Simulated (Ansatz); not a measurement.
# C₃H₇ radical: energies up the ladder

Wanted for C₃H₇ radical: energies up the ladder. Spin multiplicity 2.

Computed with Ansatz 0.2.0 (the levels named in each step, unless a step's input says otherwise).

### 1 Starting point

Bond lengths: C1–C2 1.473 Å, C2–C3 1.524 Å, C1–H4 1.073 Å, C1–H5 1.072 Å, C2–H6 1.102 Å, C2–H7 1.100 Å, C3–H8 1.088 Å, C3–H9 1.088 Å, C3–H10 1.088 Å. Angles (14 of 15 angles, heavy atoms first): C1–C2–C3 113.1°, C1–C2–H6 109.8°, C1–C2–H7 109.8°, C3–C2–H6 109.1°, C3–C2–H7 109.7°, C2–C1–H4 120.2°, C2–C1–H5 121.0°, C2–C3–H8 110.4°, C2–C3–H9 110.7°, C2–C3–H10 110.4°, H6–C2–H7 105.0°, H4–C1–H5 118.8°, H8–C3–H9 108.5°, H8–C3–H10 108.4°.

Coordinates:

```xyz
10

C     1.2577    0.2281    0.2325
C     0.0746   -0.4070   -0.3722
C    -1.2406    0.1708    0.1377
H     2.2407   -0.1396    0.0105
H     1.1592    1.0828    0.8711
H     0.1139   -0.3034   -1.4688
H     0.0989   -1.4910   -0.1874
H    -1.3232    0.0322    1.2134
H    -2.0871   -0.3191   -0.3387
H    -1.2951    1.2359   -0.0760
```

### 2 A rough first relaxation, PBE-D4/def2-SVP

Contents of input.yaml:

```yaml
crystal:
  periodic: [false, false, false]
  atoms:
    - { symbol: C, position_ang: [1.25772, 0.22806, 0.2325] }
    - { symbol: C, position_ang: [0.07462, -0.40702, -0.3722] }
    - { symbol: C, position_ang: [-1.24063, 0.17076, 0.13768] }
    - { symbol: H, position_ang: [2.24066, -0.13957, 0.01049] }
    - { symbol: H, position_ang: [1.15918, 1.08282, 0.87114] }
    - { symbol: H, position_ang: [0.11395, -0.30345, -1.46875] }
    - { symbol: H, position_ang: [0.09887, -1.49101, -0.18737] }
    - { symbol: H, position_ang: [-1.32323, 0.03216, 1.21337] }
    - { symbol: H, position_ang: [-2.08711, -0.31907, -0.33875] }
    - { symbol: H, position_ang: [-1.29513, 1.23592, -0.07596] }
magnetization:
  spin_polarized: true
  initial_magnetization: 1
basis:
  gaussian: { orbitals: def2-SVP }
hamiltonian:
  xc: pbe
  dispersion: d4
relax:
  f_tol: 0.03
  max_steps: 200
```

On the command line:

```sh
$ ansatz run input.yaml --threads 4 --pin off --max-ram 10240MiB --backend cpu --events-out ev --progress --plain --runs-dir out
```

The runs that follow: Relaxation, PBE0-D4/def2-TZVPP; Frequencies, PBE0-D4/def2-TZVPP; Single point, PBE-D4/def2-TZVPP; Single point, r2SCAN-D4/def2-TZVPP; Single point, B3LYP-D4/def2-TZVPP; Single point, wB97M-V/def2-TZVPP; Single point, B2PLYP/def2-TZVPP; Single point, LDA/def2-TZVPP; Single point, PBE0-D4/def2-SVP; Single point, PBE-D4/def2-SVP; Single point, CCSD(T)/def2-TZVPP; Single point, MP2/def2-QZVPP.

Q: Predict the outcome of this session. Wanted: C1–C2 at PBE0-D4/def2-TZVPP; C2–C3 at PBE0-D4/def2-TZVPP; frequencies at PBE0-D4/def2-TZVPP; energy at CCSD(T)/CBS.

**Answer**, as computed:

| quantity | value |
| --- | --- |
| C1–C2 at PBE0-D4/def2-TZVPP | 1.481 Å |
| C2–C3 at PBE0-D4/def2-TZVPP | 1.521 Å |
| frequencies at PBE0-D4/def2-TZVPP | 96 to 3261 cm⁻¹ |
| energy at CCSD(T)/CBS | -3219.262 eV |

In words: No mode is imaginary, so the geometry is a minimum. These totals serve in differences with atoms or fragments at the same level; alone they don't rank the methods.
